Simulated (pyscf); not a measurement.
Thermochemistry of product channels of `[SiH3]` [doublet] + `[NH3]` on the doublet surface, in eV, from ωB97M-D3(BJ)/def2-TZVP energies (ideal gas, 1 atm, RRHO with modes under 100 cm⁻¹ raised to 100, one conformer, R ln 2 for rigid chiral ones). Single points on ωB97X-D3(BJ)/def2-SVP structures (PySCF, gas phase).

```tsv
products	ΔE	ΔH(298 K)	ΔG(600 K)	ΔG(1200 K)
`[NH2][SiH2]` [doublet] + `[H][H]`	-0.28	-0.40	-0.33	-0.34
`[NH][SiH3]` [doublet] + `[H][H]`	+0.63	+0.39	+0.44	+0.39
`[NH2][SiH3]` + `[H]` [doublet]	+0.27	+0.12	+0.29	+0.37
```

These are energies of the channels, which say nothing of barriers.
